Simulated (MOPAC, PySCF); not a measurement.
C$_{3}$H$_{9}$N, SMILES `CN(C)C`, neutral singlet in the gas phase. 

Cartesian coordinates (Å):
SMILES: CN(C)C
```xyz
13

C     -0.7238    -0.8117     0.8519
N      0.1380     0.2271     0.3547
C     -0.5598     1.1683    -0.4797
C      1.3214    -0.2944    -0.2750
H     -1.5727    -0.3725     1.3992
H     -1.1420    -1.4621     0.0476
H     -0.1735    -1.4604     1.5514
H      0.1123     1.9912    -0.7696
H     -0.9614     0.7155    -1.4169
H     -1.4088     1.6063     0.0683
H      1.1072    -0.8930    -1.1918
H      1.9926     0.5292    -0.5650
H      1.8705    -0.9435     0.4251
```
Charge 0, multiplicity 1.

All levels are single points at this geometry (PBE0-D3(BJ)/def2-SVP); Pople sets use spherical d functions. Orbital energies aren't observables, and empty levels follow the basis.

PBE-D3(BJ)/def2-TZVP in PySCF gives gap (eV) = 5.10.

### Question
Estimate the gap (eV) from each of these levels: PBE0-D3(BJ)/def2-TZVP in PySCF; B3LYP/6-31G* in PySCF; HF/3-21G in PySCF; HF/STO-3G in PySCF; PM3 in MOPAC.

### Answer

```csv
level,gap (eV)
PBE0-D3(BJ)/def2-TZVP in PySCF,7.23
B3LYP/6-31G* in PySCF,7.86
HF/3-21G in PySCF,15.98
HF/STO-3G in PySCF,24.47
PM3 in MOPAC,11.83
```
